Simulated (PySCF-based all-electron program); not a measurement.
The numbers below are computed, except where a source is named.
# CH₅N, singlet: how the functional moves the forces

Method: all-electron DFT (in-house code on PySCF), basis-limit composite values; the spin-free Dirac equation, no spin–orbit coupling, spin-restricted. Forces are good to about 0.010 eV/Å. In part, the full relativistic part was added along one bond alone. Atoms are numbered as listed.

```xyz
7

C     0.0000    0.0000    0.0000
N     0.0000    0.0000    1.4670
H     0.5069    0.8112    1.8152
H     0.5069   -0.8112    1.8152
H    -1.0015    0.0000   -0.4670
H     0.5181    0.8975   -0.3629
H     0.5181   -0.8975   -0.3629
```

PBE forces:

```tsv
atom	Fx	Fy	Fz (eV/Å)
C1	0.236	0.000	-0.147
N2	-0.182	0.000	0.235
H3	-0.082	-0.001	0.057
H4	-0.082	0.001	0.057
H5	-0.045	0.000	0.363
H6	0.077	-0.111	-0.282
H7	0.077	0.111	-0.282
```

Task: What forces does r2SCAN give?

Result: The forces move by 0.275 eV/Å (r.m.s. over the atoms) from PBE.

```
atom      Fx      Fy  Fz (eV/Å)
  C1   0.280   0.000     -0.272
  N2   0.088   0.000      0.315
  H3  -0.237  -0.275     -0.079
  H4  -0.237   0.275     -0.079
  H5   0.175   0.000      0.505
  H6  -0.035  -0.321     -0.195
  H7  -0.035   0.321     -0.195
```
